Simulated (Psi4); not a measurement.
**A workflow on AlPH6 (SMILES [AlH3-][PH3+])**

Wanted: a series of 10 runs (PBE-D4/def2-SVP, PBE0-D4/def2-TZVP, PBE-D4/def2-TZVPP, r2SCAN-D4/def2-TZVPP, B3LYP-D4/def2-TZVPP, PBE0-D4/def2-TZVPP, wB97M-V/def2-TZVPP, CCSD(T)/def2-TZVPP, and more) of AlPH6. Input form: a Python script.

Program for the calculation: Psi4 1.11.

### 1 The molecule

The species is AlPH6 (8 atoms), meant as a singlet with charge 0. SMILES: `[AlH3-][PH3+]`. The shape comes from GFN2-xTB, rattled, which is rough for such elements, and wasn't checked as a minimum. The run starts from this shape.

Bond lengths: Al1–P2 2.502 Å, Al1–H3 1.539 Å, Al1–H4 1.569 Å, Al1–H5 1.606 Å, P2–H6 1.385 Å, P2–H7 1.391 Å, P2–H8 1.383 Å. Some angles: Al1–P2–H6 124.1°, Al1–P2–H7 122.5°, Al1–P2–H8 119.4°, P2–Al1–H3 96.7°, P2–Al1–H4 98.4°, P2–Al1–H5 96.3°, H6–P2–H7 95.8°, H6–P2–H8 94.8°, H7–P2–H8 92.7°, H3–Al1–H4 119.3°.

### 2 A geometry optimisation at PBE-D4/def2-SVP (density fitting) (run 1)

Contents of alh6p.py:

```python
import psi4

psi4.set_memory('3300 MB')
psi4.set_num_threads(2)
psi4.core.set_output_file('run.log', False)

m = psi4.geometry("""
0 1
Al    -0.499464     0.122147    -1.362931
P      0.385819    -0.132389     0.963156
H      0.457824    -0.880828    -2.030400
H     -1.985596    -0.300806    -1.090681
H     -0.129712     1.676560    -1.522685
H      0.879099     0.914153     1.724638
H      1.399790    -1.030049     1.282232
H     -0.445494    -0.616338     1.957063
symmetry c1
""")

psi4.set_options({
    'basis': 'def2-SVP',
    'scf_type': 'df',
    'geom_maxiter': 60,
    'max_force_g_convergence': 0.0005,
})

result = psi4.optimize("PBE-D4", molecule=m)
print('E =', round(result, 9))
m.save_xyz_file('final.xyz', False)
```

Command:

```console
$ python alh6p.py
```

run.log:

```text
[...]
  Running in c1 symmetry.
[...]
  Nuclear repulsion =   87.787753163144259
[...]
  Multiplicity = 1
[...]
  Nalpha       = 17
  Nbeta        = 17
[...]
    Number of basis functions: 66
[...]
   @DF-RKS iter   1:  -586.76255112772253   -2.67663e-01   4.52975e-03 DIIS/ADIIS
[...]
   @DF-RKS iter   7:  -586.85389545641419   -2.50111e-12   4.94715e-09 DIIS
[...]
  @DF-RKS Final Energy:  -586.85389545641419
   => Energetics <=
    Nuclear Repulsion Energy =             85.6184370704167605
    One-Electron Energy =                -982.4226424177443278
    Two-Electron Energy =                 353.6516422830272859
    DFT Exchange-Correlation Energy =     -43.6966342820346796
    Empirical Dispersion Energy =          -0.0046981100792539
    VV10 Nonlocal Energy =                  0.0000000000000000
    Total Energy =                       -586.8538954564141932
[...]
  -Total Gradient:
     Atom            X                  Y                   Z
    ------   -----------------  -----------------  -----------------
       1       -0.000292591236     0.000030890274     0.000526576080
       2        0.000015798516     0.000070057367    -0.000170856785
       3        0.000301142509    -0.000046848860    -0.000195642280
       4       -0.000039268322    -0.000064152341    -0.000001590557
       5        0.000050290543    -0.000038500949    -0.000057378214
       6        0.000149651027    -0.000071097150     0.000054789441
       7       -0.000008738638     0.000021140437    -0.000043091924
       8       -0.000189947934     0.000098383930    -0.000130087663
[...]
```

On the terminal:

```text
Some dependencies such as QCElemental have not yet finished migration to pydantic v2. If issues are encountered please downgrade pydantic or upgrade QCElemental as appropriate
Optimizer: Optimization complete!
E = -586.853895456
```

It took 50 s on 2 threads of Intel Xeon at 2.50GHz (Skylake/Cascade Lake), shared host; peak memory 0.55 GiB.

Steps, from the record of the run:

```csv
step,energy from the first frame kept (eV),largest force (eV/Å)
0,0.0000,1.1826
1,-0.1440,0.3820
2,-0.1509,0.1926
3,-0.1529,0.0310
```

After the run. Bond lengths: Al1–P2 2.563 Å, Al1–H3 1.612 Å, Al1–H4 1.611 Å, Al1–H5 1.610 Å, P2–H6 1.430 Å, P2–H7 1.430 Å, P2–H8 1.430 Å. Some angles: Al1–P2–H6 120.1°, Al1–P2–H7 119.5°, Al1–P2–H8 118.8°, P2–Al1–H3 96.9°, P2–Al1–H4 96.7°, P2–Al1–H5 97.1°, H6–P2–H7 97.8°, H6–P2–H8 97.9°, H7–P2–H8 97.9°, H3–Al1–H4 118.7°.

### 3 A geometry optimisation at PBE0-D4/def2-TZVP (density fitting) (run 2)

Contents of alh6p.py:

```python
import psi4

psi4.set_memory(3300000000)
psi4.set_num_threads(2)
psi4.set_output_file('output.dat', False)

molecule = psi4.geometry("""
Al    -0.491561     0.143859    -1.396583
P      0.379056    -0.151839     0.995441
H      0.476523    -0.943076    -2.089359
H     -2.019448    -0.264648    -1.090990
H     -0.123666     1.704094    -1.551465
H      0.867960     0.976614     1.725556
H      1.478993    -1.032161     1.240733
H     -0.508183    -0.661641     1.994423
symmetry c1
""")

psi4.set_options({
    'scf_type': 'df',
    'geom_maxiter': 50,
    'max_force_g_convergence': 0.0002,
})

e, wfn = psi4.optimize("pbe0-d4/def2-TZVP", return_wfn=True)
print(f'pbe0-d4/def2-TZVP energy: {e:.10f} Eh')
print(molecule.to_string(dtype='xyz', units='Angstrom'))
```

Command:

```console
$ python alh6p.py
```

output.dat:

```text
[...]
  Running in c1 symmetry.
[...]
  Nuclear repulsion =   85.618437429260439
[...]
  Multiplicity = 1
[...]
  Nalpha       = 17
  Nbeta        = 17
[...]
    Number of basis functions: 110
[...]
   @DF-RKS iter   1:  -587.05859933177817   -4.58342e-01   3.72049e-03 DIIS/ADIIS
[...]
   @DF-RKS iter   6:  -587.12562353181352   -7.95808e-13   5.69113e-09 DIIS
[...]
  @DF-RKS Final Energy:  -587.12562353181352
   => Energetics <=
    Nuclear Repulsion Energy =             87.0122088007118748
    One-Electron Energy =                -985.8038926847809762
    Two-Electron Energy =                 344.7975948464509770
    DFT Exchange-Correlation Energy =     -33.1275028841151169
    Empirical Dispersion Energy =          -0.0040316100802519
    VV10 Nonlocal Energy =                  0.0000000000000000
    Total Energy =                       -587.1256235318134031
[...]
  -Total Gradient:
     Atom            X                  Y                   Z
    ------   -----------------  -----------------  -----------------
       1       -0.000002230994    -0.000027311985    -0.000071238798
       2       -0.000029995615    -0.000005436487    -0.000145385090
       3       -0.000045612564     0.000046719268    -0.000012188293
       4        0.000028964430     0.000000028221    -0.000019976970
       5       -0.000009577661    -0.000008130559     0.000063968922
       6       -0.000043111754     0.000085839218     0.000027621993
       7        0.000082935666    -0.000035673387     0.000026243646
       8        0.000013894598    -0.000057217370     0.000116301768
[...]
```

The script printed:

```text
Optimizer: Optimization complete!
pbe0-d4/def2-TZVP energy: -587.1256235318 Eh
8
0 1 AlH6P
Al                   -0.458081704534     0.158287931237    -1.269494518296
P                     0.389311809596    -0.135529779946     1.079336643330
H                     0.044406519957    -1.245981793682    -1.842054119990
H                    -2.002556501423     0.325627914853    -0.895333413916
H                     0.394384832616     1.469653096979    -1.598637598555
H                     0.176316539188     0.907594818693     2.003524117198
H                     1.771518074176    -0.320768513619     1.286520271383
H                    -0.085110996982    -1.208543617058     1.861399021918
```

Wall time 3.5 min (2 threads of Intel Xeon at 2.50GHz (Skylake/Cascade Lake), shared host); peak memory 0.8 GiB.

Steps, from the record of the run:

```csv
step,energy from the first frame kept (eV),largest force (eV/Å)
0,0.0000,0.6003
1,-0.0177,0.0403
2,-0.0186,0.0277
3,-0.0286,0.1101
4,1.0623,2.5928
5,0.5066,1.4498
6,0.0064,0.3899
7,-0.0352,0.0962
8,-0.0547,0.0794
9,-0.0586,0.1398
10,-0.0534,0.2317
11,-0.0612,0.0326
12,-0.0613,0.0076
```

After the run. Bond lengths: Al1–P2 2.514 Å, Al1–H3 1.598 Å, Al1–H4 1.598 Å, Al1–H5 1.598 Å, P2–H6 1.410 Å, P2–H7 1.410 Å, P2–H8 1.410 Å. Some angles: Al1–P2–H6 118.4°, Al1–P2–H7 118.9°, Al1–P2–H8 119.6°, P2–Al1–H3 97.2°, P2–Al1–H4 96.8°, P2–Al1–H5 96.2°, H6–P2–H7 98.6°, H6–P2–H8 98.5°, H7–P2–H8 98.5°, H3–Al1–H4 118.7°.

Runs 3 to 6 aren't shown in full; the table further down has their settings and results.

### 4 Energy and one-electron properties at PBE0-D4/def2-TZVPP (density fitting) (run 7)

Contents of alh6p.xyz:

```xyz
8
AlH6P
Al    -0.479155     0.141975    -1.372908
P      0.368238    -0.151842     0.975923
H      0.023333    -1.262294    -1.945468
H     -2.023630     0.309315    -0.998747
H      0.373311     1.453341    -1.702051
H      0.155243     0.891282     1.900110
H      1.750445    -0.337081     1.183106
H     -0.106185    -1.224856     1.757985
```

Contents of alh6p.py:

```python
import psi4

psi4.set_memory('3300 MB')
psi4.set_num_threads(2)
psi4.core.set_output_file('run.log', False)

with open('alh6p.xyz') as f:
    atoms = ''.join(f.readlines()[2:])
mol = psi4.geometry('0 1\n' + atoms + 'symmetry c1')

options = {'basis': 'def2-TZVPP', 'reference': 'rks', 'scf_type': 'df', 'dft_radial_points': 99, 'dft_spherical_points': 590}
psi4.set_options(options)

e, wfn = psi4.energy("pbe0-d4", return_wfn=True)
psi4.oeprop(wfn, "DIPOLE", "MULLIKEN_CHARGES", "LOWDIN_CHARGES", "WIBERG_LOWDIN_INDICES")
print(f'total energy {e:.8f} hartree = {e * 27.211386:.5f} eV')
```

Command:

```console
$ python alh6p.py
```

run.log:

```text
[...]
  Running in c1 symmetry.
[...]
  Nuclear repulsion =   87.012217539193088
[...]
  Multiplicity = 1
[...]
  Nalpha       = 17
  Nbeta        = 17
[...]
    Number of basis functions: 168
[...]
   @DF-RKS iter   1:  -587.05867681726590   -4.14627e-01   2.49107e-03 DIIS/ADIIS
[...]
   @DF-RKS iter   7:  -587.12688231147411   -1.52613e-08   2.00476e-07 DIIS
[...]
  @DF-RKS Final Energy:  -587.12688231147411
   => Energetics <=
    Nuclear Repulsion Energy =             87.0122175391930881
    One-Electron Energy =                -985.7975798624722756
    Two-Electron Energy =                 344.7895798891127015
    DFT Exchange-Correlation Energy =     -33.1270682669326391
    Empirical Dispersion Energy =          -0.0040316103750509
    VV10 Nonlocal Energy =                  0.0000000000000000
    Total Energy =                       -587.1268823114741053
[...]
 Multipole Moments:
 ------------------------------------------------------------------------------------
     Multipole            Electronic (a.u.)      Nuclear  (a.u.)        Total (a.u.)
 ------------------------------------------------------------------------------------
 L = 1.  Multiply by 2.5417464519 to convert [e a0] to [Debye]
 Dipole X            :          0.2050040            0.3469035            0.5519075
 Dipole Y            :         -0.1025832           -0.0899915           -0.1925748
 Dipole Z            :          0.5802575            0.9487149            1.5289724
 Magnitude           :                                                    1.6369006
[...]
```

The script printed:

```text
total energy -587.12688231 hartree = -15976.53623 eV
```

Wall time 28 s (2 threads of Intel Xeon at 2.50GHz (Skylake/Cascade Lake), shared host); peak memory 1.9 GiB.

Atomic charges (e):

```csv
atom,Löwdin,Mulliken
Al1,-0.032,+0.280
P2,+0.730,+0.026
H3,-0.159,-0.174
H4,-0.159,-0.174
H5,-0.158,-0.174
H6,-0.074,+0.072
H7,-0.074,+0.072
H8,-0.075,+0.072
```

Runs 8 to 9 aren't shown in full; the table further down has their settings and results.

### 5 A single-point energy at MP2/def2-QZVPP (density fitting, density fitting for correlation) (run 10)

Contents of alh6p.py:

```python
import psi4

psi4.set_memory(3300000000)
psi4.set_num_threads(2)
psi4.set_output_file('output.dat', False)

geom = psi4.geometry("""
Al    -0.479155     0.141975    -1.372908
P      0.368238    -0.151842     0.975923
H      0.023333    -1.262294    -1.945468
H     -2.023630     0.309315    -0.998747
H      0.373311     1.453341    -1.702051
H      0.155243     0.891282     1.900110
H      1.750445    -0.337081     1.183106
H     -0.106185    -1.224856     1.757985
symmetry c1
""")

psi4.set_options({
    'basis': 'def2-QZVPP',
    'scf_type': 'df',
    'num_frozen_docc': 10,
})

e_tot, wfn = psi4.energy("mp2", return_wfn=True)
print(f'total energy {e_tot:.8f} hartree = {e_tot * 27.211386:.5f} eV')
```

Command:

```console
$ python alh6p.py
```

output.dat:

```text
[...]
  Running in c1 symmetry.
[...]
  Nuclear repulsion =   87.012217539193088
[...]
  Multiplicity = 1
[...]
  Nalpha       = 17
  Nbeta        = 17
[...]
    Number of basis functions: 320
[...]
   @DF-RHF iter   1:  -586.09625782526200   -6.08862e-01   9.35525e-04 DIIS/ADIIS
[...]
   @DF-RHF iter  10:  -586.16122030481426   -1.69393e-11   1.78051e-09 DIIS
[...]
    Orbital Energies [Eh]
    ---------------------
    Doubly Occupied:
       1A    -79.999954     2A    -58.430081     3A     -7.543494
       4A     -5.438032     5A     -5.438032     6A     -5.437193
       7A     -4.844485     8A     -3.160312     9A     -3.158058
      10A     -3.158054    11A     -0.910960    12A     -0.581823
      13A     -0.581788    14A     -0.570433    15A     -0.430023
      16A     -0.401398    17A     -0.401332
[...]
  @DF-RHF Final Energy:  -586.16122030481426
   => Energetics <=
    Nuclear Repulsion Energy =             87.0122175391930881
    One-Electron Energy =                -985.3759724030569487
    Two-Electron Energy =                 312.2025345590496386
    Total Energy =                       -586.1612203048141509
[...]
 Multipole Moments:
 ------------------------------------------------------------------------------------
     Multipole            Electronic (a.u.)      Nuclear  (a.u.)        Total (a.u.)
 ------------------------------------------------------------------------------------
 L = 1.  Multiply by 2.5417464519 to convert [e a0] to [Debye]
 Dipole X            :          0.2306977            0.3469035            0.5776012
 Dipole Y            :         -0.1133389           -0.0899915           -0.2033305
 Dipole Z            :          0.6521710            0.9487149            1.6008860
 Magnitude           :                                                    1.7140018
[...]
```

The script printed:

```text
total energy -586.45099455 hartree = -15958.14438 eV
```

Run time: 15 s. Hardware: 2 threads of Intel Xeon at 2.50GHz (Skylake/Cascade Lake), shared host; peak memory 0.82 GiB.

### 6 All runs side by side

```csv
run,level,geom maxiter,max force g convergence,task,energy (Eh),dipole moment (D),HOMO energy (eV),LUMO energy (eV),wall time
1,PBE-D4/def2-SVP (density fitting),60,0.0005,optimise,-586.853895,4.45,-6.46,-1.12,50 s
2,PBE0-D4/def2-TZVP (density fitting),50,0.0002,optimise,-587.125624,4.16,-7.82,-0.26,3.5 min
3,PBE0-D4/def2-TZVP (density fitting),–,–,frequencies,-587.125624,4.16,–,–,12 min
4,PBE-D4/def2-TZVPP (density fitting),–,–,energy,-587.065632,4.02,-6.60,-1.18,34 s
5,r2SCAN-D4/def2-TZVPP (density fitting),–,–,energy,-587.317769,4.17,-6.89,-0.92,1.9 min
6,B3LYP-D4/def2-TZVPP (density fitting),–,–,energy,-587.438698,4.08,-7.65,-0.48,32 s
7,PBE0-D4/def2-TZVPP (density fitting),–,–,properties,-587.126882,4.16,-7.82,-0.27,28 s
8,wB97M-V/def2-TZVPP (density fitting),–,–,energy,timeout,–,–,–,2 min
9,"CCSD(T)/def2-TZVPP (density fitting, density fitting for correlation)",–,–,energy,timeout,–,–,–,2.6 min
10,"MP2/def2-QZVPP (density fitting, density fitting for correlation)",–,–,energy,-586.450995,–,-10.92,1.76,15 s
```

### 7 Outcome

```
                                                            quantity          value
                                run 10, MP2/def2-QZVPP: total energy  -586.45099 Eh
         run 10, MP2/def2-QZVPP: HOMO energy (Hartree–Fock orbitals)      -10.92 eV
         run 10, MP2/def2-QZVPP: LUMO energy (Hartree–Fock orbitals)        1.76 eV
       run 10, MP2/def2-QZVPP: HOMO–LUMO gap (Hartree–Fock orbitals)       12.68 eV
run 10, MP2/def2-QZVPP: correlation energy (10 core orbitals frozen)     -289.8 mEh
```

**Reading.** Over runs 3, 4, 5, 6, 7 the dipole moment (its size) runs from 4.02 D (PBE-D4/def2-TZVPP) to 4.17 D (r2SCAN-D4/def2-TZVPP). Over runs 4, 5, 6, 7 the HOMO–LUMO gap runs from 5.42 eV (PBE-D4/def2-TZVPP) to 7.56 eV (PBE0-D4/def2-TZVPP). Totals of different functionals can't be ranked against each other. All runs together took 24 min, the longest 12 min. 2 of the 10 runs gave no usable result.
